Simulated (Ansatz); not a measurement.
## [OH···H···O], triplet in cc-pVTZ: errors against UCCSDT(Q)

Geometry: a point of a hydrogen-transfer path between rigid fragments, not a stationary point.

```xyz
4

O    -1.2238   -0.0275    0.0000
H    -1.4731    0.8991    0.0000
H     0.3072   -0.0275    0.0000
O     1.2972   -0.0275    0.0000
```

Basis cc-pVTZ; Ansatz 0.2.0. Correlated methods freeze the noble-gas cores, which leaves 14 electrons in 86 orbitals. R marks a restricted (for open shells ROHF) determinant, U an unrestricted one. Active spaces: pair = (4e, 4o) about the gap; valence = (14e, 10o) chosen from the atoms' valence shells.

Full CI isn't at hand for all of this; UCCSDT(Q) serves as the reference, and is uncertain by about the last step of the cluster series. The frozen core follows each run's orbitals, which can shift R against U totals by a few meV.

```
UHF ⟨S²⟩                          : 2.011
T1 diagnostic (RCCSD)             : 0.0157
largest doubles amplitude (RCCSD) : 0.030
T1 diagnostic (UCCSD)             : 0.0117
```

```csv
level,E − E(UCCSDT(Q)) (mEh),share of correlation (%),wall time
RHF,452.71,0.00,–
UHF,443.25,2.09,–
RMP2,37.97,91.61,–
UMP2,38.72,91.45,–
RCCSD,12.42,97.26,–
UCCSD,12.23,97.30,–
RCCSD(T),1.22,99.73,24 s (H100)
UCCSD(T),1.15,99.75,18 s (H100)
BCCD(T),1.21,99.73,17 s (H100)
RCCSDT,0.53,99.88,–
UCCSDT,0.44,99.90,–
RCCSDT(Q),0.12,99.97,52 s (H100)
CASSCF (pair space),430.16,4.98,–
NEVPT2 (pair space),37.35,91.75,8 s (H100)
CASSCF (valence space),403.97,10.77,–
NEVPT2 (valence space),59.67,86.82,12 s (H100)
```

The correlation energy at UCCSDT(Q), counted from RHF, is -12.319 eV. That run took 47 s on 2 threads of AMD EPYC 7R13 with a shared H100 80 GB, shared host.

Times hold each run's SCF and search for its determinant on a shared host, so for small cases they say little of a method's own cost.

Natural occupations of CASSCF (valence space) about the gap: 1.997 1.982 1.978 1.001 1.000 0.023 0.021; effectively unpaired electrons, Σ n²(2−n)², 2.01.
